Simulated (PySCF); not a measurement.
## Quadrupolar nuclei of cyclobutanone in NMR

Cyclobutanone, C4H6O.
Geometry (PBE0-D3(BJ)/def2-SVP, Å), atoms numbered from 1 in this order:
```xyz
11
C4H6O angstrom
O      2.231   -0.305   -0.679
C      1.119   -0.123   -0.282
C      0.071    0.959   -0.528
C     -0.970    0.020    0.129
C      0.160   -0.933    0.587
H      0.288    1.867    0.060
H     -0.076    1.257   -1.577
H     -1.582    0.461    0.927
H     -1.639   -0.445   -0.608
H      0.417   -0.837    1.655
H      0.079   -2.005    0.348
```

Computed at PBE0/pcSseg-1 (PySCF, non-relativistic):

```tsv
atom	environment	nucleus	spin I	Q (b)	CQ = χzz (MHz)	η
O1	ketone oxygen	17O	5/2	-0.0256	10.987	0.541
```

Q: At 7.05 T, set νQ = 3|CQ|/[2I(2I − 1)] beside the Larmor frequency (|g| × 7.62259 MHz/T × B; g(17O) = −0.75752), and give PQ = |CQ|√(1 + η²/3).

A: 
| atom | PQ (MHz) | νQ (MHz) | ν0 (MHz) | νQ/ν0 |
| --- | --- | --- | --- | --- |
| O1 | 11.51 | 1.648 | 40.71 | 0.040 |

For O1: PQ = 10.99 × 1.0476, νQ = 10.99 × 0.1500, ν0 = 5.7742 MHz/T × 7.05 T.

Q: For half-integer spins with νQ below a tenth of ν0, find the second-order shift of the centre of gravity of the central transition at 7.05, 14.1 and 18.8 T.

A: δ = −(3/40)(PQ/ν0)² [I(I + 1) − 3/4]/[I²(2I − 1)²], in ppm:

```
     site  7.05 T  14.1 T  18.8 T
17O at O1    -480    -120   -67.5
```

Q: Quadrupolar 1/T1 and linewidth for τc = 8 ps (extreme narrowing, isotropic tumbling)?

A: 1/T1 = 1/T2 = (3π²/10)(2I + 3)/[I²(2I − 1)] × PQ² × τc; the width is 1/(πT2).

```tsv
site	spin factor (2I + 3)/[I²(2I − 1)]	1/T1 (s⁻¹)	T1 (ms)	linewidth (Hz)
17O at O1	0.320	1000	0.996	320
```

Solvent, lattice and vibrations would change these gradients. The structure is a single PBE0-D3(BJ)/def2-SVP conformer in the gas phase; no vibrational or solvent corrections. With so small a basis the couplings can be 20 % off.

The run behind these numbers computed NMR shieldings as well. Hardware: one thread, Arm Neoverse V2 (aarch64), shared host with 96 logical CPUs at a one-minute load of 47. Cost: 5.9 s wall, 0.53 GiB resident at most.
